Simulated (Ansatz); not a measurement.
System: hcp Re. Method: LDA (Ansatz, an electronic-structure program, plane waves, PAW).

Run with plane-wave cutoff 520 eV, 16×16×10 k mesh (along the axes of the cell as run), Fermi–Dirac smearing 0.1 eV, perturbation theory, force constants from a 4×4×2 q mesh, no spin polarisation, scalar-relativistic PAW data made under PBE.

Give the computed zero-point energy.


* **zero-point energy**: 0.026 eV/atom

Spin–orbit coupling is not included.

Cost on a shared machine: about 9 core-minutes (a rough figure).
